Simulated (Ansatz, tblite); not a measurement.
C axis length (Å) of solids drawn from the class of tetrahedrally bonded semiconductors and semimetals, at two levels: GFN1-xTB tight binding with its D3(BJ) term, in tblite, supercell at the zone centre, Fermi filling at 1000 K (free energies), no spin polarisation (tblite), and r²SCAN in Ansatz (plane waves, PAW).

```tsv
solid	GFN1-xTB	r²SCAN	shift (%)
wurtzite CdS	6.908	6.766	-2.06
2H-SiC	5.245	5.048	-3.76
wurtzite AlN	5.446	4.978	-8.59
wurtzite CdSe	7.142	7.078	-0.90
wurtzite ZnO	5.665	5.211	-8.01
wurtzite BN (high-pressure phase)	4.208	4.208	0.00
wurtzite GaN	5.474	5.184	-5.30
```

The shifts run from -8.59 % to 0.00 %, with a median of -3.76 %.

Over all 7 rows r²SCAN is the larger in 0.

Ansatz's runs of these crystals have no spin polarisation.

Caveats: the cell moved over 20 % in volume from its start (GFN1-xTB: wurtzite ZnO); the gap of the solid is closed in this run (GFN1-xTB: wurtzite CdS, wurtzite AlN, wurtzite CdSe, wurtzite ZnO); the method was fitted mainly to molecules (GFN1-xTB: wurtzite CdS, 2H-SiC, wurtzite AlN, wurtzite CdSe, wurtzite ZnO, wurtzite BN and 1 more); the run uses a supercell at the zone centre in place of a k mesh (GFN1-xTB: wurtzite CdS, 2H-SiC, wurtzite AlN, wurtzite CdSe, wurtzite ZnO, wurtzite BN and 1 more). Ansatz's density-functional and Hartree–Fock values are scalar-relativistic unless marked +SOC, with PAW data made under PBE.

Ansatz is an electronic-structure program.
